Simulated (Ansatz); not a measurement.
**How far each method lies from UCCSDT(Q) for SiCGe⁺, doublet**

Geometry: that of the SiCGe, singlet, kept fixed.

```xyz
3

C     0.0000    0.0000    0.0276
Ge    0.0000    0.0000   -1.7401
Si    0.0000    0.0000    1.7125
```

Basis cc-pVDZ; Ansatz 0.2.0. Correlated methods freeze the noble-gas cores and the filled d shells of p-block atoms, which leaves 11 electrons in 39 orbitals. R marks a restricted (for open shells ROHF) determinant, U an unrestricted one. Active spaces: valence = (11e, 12o) chosen from the atoms' valence shells. No spin–orbit coupling is included, and no scalar relativity.

Full CI isn't at hand for all of this; UCCSDT(Q) serves as the reference, and is uncertain by about the last step of the cluster series. The frozen core follows each run's orbitals, which can shift R against U totals by a few meV for light atoms and by up to 0.1 eV past Ca.

```
UHF ⟨S²⟩                          : 0.760
T1 diagnostic (RCCSD)             : 0.0201
largest doubles amplitude (RCCSD) : 0.061
T1 diagnostic (UCCSD)             : 0.0184
```

```csv
level,E − E(RHF) (eV)
UHF,-0.0720
UMP2,-5.9544
UCCSD,-6.9513
UCCSD(T),-7.2512
```

(1) Estimate how far UCCSDT(Q) in cc-pVDZ lies from UCCSD(T). The table doesn't fix it; the size of (T) and the diagnostics are the guide.

(1) UCCSDT(Q) in cc-pVDZ lies 71 meV below UCCSD(T), which is 24 % of the (T) step (-300 meV). The diagnostics are small and the rest is a small part of (T), but (T) is large here. The miss exceeds 1 kcal/mol.

The other levels:

| level | E − E(UCCSDT(Q)) (meV) | share of correlation (%) | wall time |
| --- | --- | --- | --- |
| UCCSDT | 28 | 99.62 | – |

The correlation energy at UCCSDT(Q), counted from RHF, is -7.322 eV. That run took 20 s on 2 threads of AMD EPYC 7R13 with a shared H100 80 GB, shared host.

Run but not shown, since their state or frozen core can't be matched to the reference's or they repeat it: RHF, RMP2, RCCSD, RCCSD(T), BCCD(T), RCCSDT, RCCSDT(Q), CASSCF (valence space), NEVPT2 (valence space), MRCISD (valence space), MRCISD+Q (valence space).

Times hold each run's SCF and search for its determinant on a shared host, so for small cases they say little of a method's own cost; they ran on 1 thread of AMD EPYC 7R13.

Natural occupations of CASSCF (valence space) about the gap: 1.981 1.974 1.944 1.932 1.932 0.994 0.064 0.047 0.043 0.041; effectively unpaired electrons, Σ n²(2−n)², 1.09.
